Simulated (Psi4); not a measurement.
Psi4 input (wB97X-D/6-311+G**):

```
memory 1500 MB

molecule {
1 2
Si    0.00013137    0.09379286   -0.00506959
H    -1.28673356   -0.65435788    0.04272540
H     1.28489441   -0.65874222    0.02824883
symmetry c1
no_reorient
no_com
}

set {
  basis 6-311+G**
  reference uks
  scf_type pk
  dft_radial_points 99
  dft_spherical_points 590
  e_convergence 1e-8
  d_convergence 1e-7
  maxiter 150
}

e = energy('wb97x-d')
print_out(f'\nFINAL {e:.10f} DIPOLE {variable("CURRENT DIPOLE")[0]:.6f} {variable("CURRENT DIPOLE")[1]:.6f} {variable("CURRENT DIPOLE")[2]:.6f}\n')
```

Output:

```
   => Loading Basis Set <=

    Name: 6-311+G**
    Role: ORBITAL
    Keyword: BASIS
    atoms 1   entry SI         line   351 file 6-311pgss.gbs
    atoms 2-3 entry H          line    42 file 6-311pgss.gbs

   => WB97X-D: Empirical Dispersion <=

    Chai and Head-Gordon Dispersion Correction
    Chai, J.-D.; Head-Gordon, M. (2010), J. Chem. Phys., 132: 6615-6620

        s6 =       1.000000

         ---------------------------------------------------------
                                   SCF
               by Justin Turney, Rob Parrish, Andy Simmonett
                          and Daniel G. A. Smith
                              UKS Reference
         ---------------------------------------------------------

  ==> Geometry <==

    Molecular point group: c1
    Full point group: C1

    Geometry (in Angstrom), charge = 1, multiplicity = 2:

       Center              X                  Y                   Z               Mass
    ------------   -----------------  -----------------  -----------------  -----------------
         SI           0.000131370000     0.093792860000    -0.005069590000    27.976926534650
         H           -1.286733560000    -0.654357880000     0.042725400000     1.007825032230
         H            1.284894410000    -0.658742220000     0.028248830000     1.007825032230

  Running in c1 symmetry.

  Rotational constants: A =     15.07518  B =      5.05836  C =      3.78750 [cm^-1]
  Rotational constants: A = 451942.48117  B = 151645.92618  C = 113546.30954 [MHz]
  Nuclear repulsion =   10.154668825089278

  Charge       = 1
  Multiplicity = 2
  Electrons    = 15
  Nalpha       = 8
  Nbeta        = 7

  ==> Algorithm <==

  SCF Algorithm Type is PK.
  DIIS enabled.
  MOM disabled.
  Fractional occupation disabled.
  Guess Type is SAD.
  Energy threshold   = 1.00e-08
  Density threshold  = 1.00e-07
  Integral threshold = 1.00e-12

  ==> Primary Basis <==

  Basis Set: 6-311+G**
    Blend: 6-311+G**
    Number of shells: 22
    Number of basis functions: 42
    Number of Cartesian functions: 43
    Spherical Harmonics?: true
    Max angular momentum: 2

  ==> DFT Potential <==

   => LibXC <=

    Version 7.1.2
    S. Lehtola, C. Steigemann, M. J. T. Oliveira, and M. A. L. Marques,  SoftwareX 7, 1–5 (2018) (10.1016/j.softx.2017.11.002)

   => Composite Functional: WB97X-D <=

    wB97X-D Hyb-GGA Exchange-Correlation Functional

    J.-D. Chai and M. Head-Gordon,  Phys. Chem. Chem. Phys. 10, 6615–6620 (2008) (10.1039/B810189B)

    Deriv               =              1
    GGA                 =           TRUE
    Meta                =          FALSE

    Exchange Hybrid     =           TRUE
    MP2 Hybrid          =          FALSE

   => Exchange-Correlation Functionals <=

    1.0000   wB97X-D range-separated functional

   => Exact (HF) Exchange <=

    0.7780            HF,LR [omega = 0.2000]
    0.2220               HF

   => LibXC Density Thresholds  <==

    XC_HYB_GGA_XC_WB97X_D:  1.00E-14

   => Molecular Quadrature <=

    Radial Scheme          =       TREUTLER
    Pruning Scheme         =           NONE
    Nuclear Scheme         =       TREUTLER

    Blocking Scheme        =         OCTREE
    BS radius alpha        =              1
    Pruning alpha          =              1
    Radial Points          =             99
    Spherical Points       =            590
    Total Points           =         170439
    Total Blocks           =           1296
    Max Points             =            256
    Max Functions          =             42
    Weights Tolerance      =       1.00E-15

  ==> Integral Setup <==

  Using in-core PK algorithm.
   Calculation information:
      Number of atoms:                   3
      Number of AO shells:              22
      Number of primitives:             37
      Number of atomic orbitals:        43
      Number of basis functions:        42

      Integral cutoff                 1.00e-12
      Number of threads:                 1

  Performing in-core PK
  Using 1224468 doubles for integral storage.
  We computed 32130 shell quartets total.
  Whereas there are 32131 unique shell quartets.

  Computing range-separated integrals for PK
  We computed 32130 wK shell quartets total.
  Whereas there are 32131 wK unique shell quartets.

  ==> DiskJK: Disk-Based J/K Matrices <==

    J tasked:                  Yes
    K tasked:                  Yes
    wK tasked:                 Yes
    Omega:               2.000E-01
    Schwarz Cutoff:          1E-12


  Cached 100.0% of DFT collocation blocks in 0.178 [GiB].

  Minimum eigenvalue in the overlap matrix is 1.9964754838E-02.
  Reciprocal condition number of the overlap matrix is 4.2787038234E-03.
    Using symmetric orthogonalization.

  ==> Pre-Iterations <==

  SCF Guess: Superposition of Atomic Densities via on-the-fly atomic UHF (no occupation information).

   -------------------------
    Irrep   Nso     Nmo
   -------------------------
     A         42      42
   -------------------------
    Total      42      42
   -------------------------

  ==> Iterations <==

                        Total Energy        Delta E     RMS |[F,P]|

   @UKS iter SAD:  -290.10489033939751   -2.90105e+02   0.00000e+00
   @UKS iter   1:  -290.25887645019247   -1.53986e-01   5.27832e-03 ADIIS/DIIS
   @UKS iter   2:  -290.27693892350362   -1.80625e-02   1.53458e-03 ADIIS/DIIS
   @UKS iter   3:  -290.27782159381712   -8.82670e-04   2.42767e-04 ADIIS/DIIS
   @UKS iter   4:  -290.27797029172632   -1.48698e-04   6.62576e-05 DIIS
   @UKS iter   5:  -290.27798031168476   -1.00200e-05   2.63282e-05 DIIS
   @UKS iter   6:  -290.27798331643879   -3.00475e-06   7.96112e-06 DIIS
   @UKS iter   7:  -290.27798362333340   -3.06895e-07   1.03143e-06 DIIS
   @UKS iter   8:  -290.27798362714964   -3.81624e-09   1.91734e-07 DIIS
   @UKS iter   9:  -290.27798362726037   -1.10731e-10   4.56078e-08 DIIS
  Energy and wave function converged.

  ==> Post-Iterations <==

   Electrons on quadrature grid:
      Nalpha   =    8.0000000562 ; deviation = 5.619e-08
      Nbeta    =    7.0000000441 ; deviation = 4.407e-08
      Ntotal   =   15.0000001003 ; deviation = 1.003e-07

   @Spin Contamination Metric:   1.341293058E-03
   @S^2 Expected:                7.500000000E-01
   @S^2 Observed:                7.513412931E-01
   @S   Expected:                5.000000000E-01
   @S   Observed:                5.000000000E-01

    Orbital Energies [Eh]
    ---------------------

    Alpha Occupied:

       1A    -66.622614     2A     -5.750048     3A     -4.100058
       4A     -4.094935     5A     -4.087809     6A     -0.907704
       7A     -0.736081     8A     -0.614215

    Alpha Virtual:

       9A     -0.320350    10A     -0.144360    11A     -0.124197
      12A     -0.098418    13A     -0.066872    14A     -0.065416
      15A     -0.062425    16A      0.127641    17A      0.139541
      18A      0.150464    19A      0.196276    20A      0.225576
      21A      0.257651    22A      0.311766    23A      0.320133
      24A      0.328542    25A      0.541928    26A      0.608920
      27A      0.990896    28A      0.994356    29A      0.999755
      30A      1.156507    31A      1.241962    32A      1.254177
      33A      1.356229    34A      1.716430    35A      1.879803
      36A      2.358549    37A      2.378525    38A      5.157510
      39A     11.053582    40A     11.101804    41A     11.203139
      42A    140.631736

    Beta Occupied:

       1A    -66.618498     2A     -5.745913     3A     -4.097275
       4A     -4.085399     5A     -4.084088     6A     -0.876378
       7A     -0.718371

    Beta Virtual:

       8A     -0.347053     9A     -0.306341    10A     -0.133842
      11A     -0.095163    12A     -0.087732    13A     -0.057838
      14A     -0.046935    15A     -0.031072    16A      0.130510
      17A      0.156497    18A      0.157039    19A      0.206633
      20A      0.247560    21A      0.265025    22A      0.326211
      23A      0.369106    24A      0.374040    25A      0.560983
      26A      0.629580    27A      1.005515    28A      1.010974
      29A      1.014675    30A      1.173554    31A      1.255268
      32A      1.269210    33A      1.372948    34A      1.730976
      35A      1.891634    36A      2.374581    37A      2.393686
      38A      5.167034    39A     11.056749    40A     11.114183
      41A     11.206090    42A    140.635967

    Final Occupation by Irrep:
              A
    DOCC [     7 ]
    SOCC [     1 ]
    NA   [     8 ]
    NB   [     7 ]

  @UKS Final Energy:  -290.27798362726037

   => Energetics <=

    Nuclear Repulsion Energy =             10.1546688250892778
    One-Electron Energy =                -417.1154316065594685
    Two-Electron Energy =                 132.1201414082224801
    DFT Exchange-Correlation Energy =     -15.4372104236391561
    Empirical Dispersion Energy =          -0.0001518303735682
    VV10 Nonlocal Energy =                  0.0000000000000000
    Total Energy =                       -290.2779836272604257

  UHF NO Occupations:
  HONO-2 :    6  A 1.9998482
  HONO-1 :    7  A 1.9994839
  HONO-0 :    8  A 1.0000000
  LUNO+0 :    9  A 0.0005161
  LUNO+1 :   10  A 0.0001518
  LUNO+2 :   11  A 0.0000014
  LUNO+3 :   12  A 0.0000011

Computation Completed

Properties will be evaluated at   0.000000,   0.000000,   0.000000 [a0]

Properties computed using the SCF density matrix

 Multipole Moments:

 ------------------------------------------------------------------------------------
     Multipole            Electronic (a.u.)      Nuclear  (a.u.)        Total (a.u.)
 ------------------------------------------------------------------------------------

 L = 1.  Multiply by 2.5417464519 to convert [e a0] to [Debye]
 Dipole X            :         -0.0000072            0.0000001           -0.0000072
 Dipole Y            :         -0.0051117           -0.0000001           -0.0051119
 Dipole Z            :          0.0002764           -0.0000001            0.0002763
 Magnitude           :                                                    0.0051193

 ------------------------------------------------------------------------------------

FINAL -290.2779836273 DIPOLE -0.000007 -0.005112 0.000276

*** Psi4 exiting successfully. Buy a developer a beer!
```

The dipole moment of an ion depends on the origin.
